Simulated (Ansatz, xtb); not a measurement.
Isomers of HNSi2 in order of energy

3 gas-phase structures of HNSi2, found in a search over its isomers (lower ones may exist). Each was relaxed with GFN2-xTB:

A. `N#[Si][SiH]`, a singlet
B. a singlet given by its coordinates
C. a singlet given by its coordinates

C (Å):

```tsv
atom	x (Å)	y (Å)	z (Å)
N	0.7547	-0.3951	-0.4151
Si	-0.2013	0.2762	0.8898
Si	-0.3261	0.6009	-1.3677
H	1.5311	-1.0298	-0.5488
```

Close contacts (Å): N1–Si2 1.75, N1–Si3 1.75, Si2–Si3 2.28, N1–H4 1.01.

B (Å):

```json
{"atom": "N", "x (Å)": "-0.2801", "y (Å)": "0.9066", "z (Å)": "-0.8903"}
{"atom": "Si", "x (Å)": "0.3306", "y (Å)": "-0.5319", "z (Å)": "-1.2644"}
{"atom": "Si", "x (Å)": "-0.7397", "y (Å)": "2.4002", "z (Å)": "-0.2116"}
{"atom": "H", "x (Å)": "-1.6631", "y (Å)": "2.8359", "z (Å)": "-1.3127"}
```

Close contacts (Å): N1–Si2 1.61, N1–Si3 1.70, Si3–H4 1.50.

Question: Which do you expect lowest at r2SCAN-D4/def2-SVP, and how would the others follow?

Answer: Calculated order at r2SCAN-D4/def2-SVP: C (0.0), B (3.2), A (80.4) kcal/mol.

Energies above the lowest of each column, in kcal/mol; the last columns are at PBE-D3(BJ)/def2-SVP geometries and were run for some of them only (a dash: not run or not comparable):

```
structure  GFN2-xTB  HF/STO-3G  r2SCAN-D4/def2-SVP  PBE-D3(BJ)/def2-SVP  CCSD(T)/def2-TZVPP
        C      12.6        0.0                 0.0                  0.0                 0.0
        B       0.0        0.8                 3.2                  5.7                 1.9
        A      18.6       90.0                80.4                    –                   –
```

CCSD(T)/def2-TZVPP puts C lowest of those it was run on; GFN2-xTB picks B. Some further structures that were screened fall inside this span and aren't listed. Frequencies (PBE-D3(BJ)/def2-SVP) were run for B, C alone. Large T1 diagnostics make some coupled-cluster values less sure.

Programs: Ansatz 0.2.0, xtb 6.7.1.
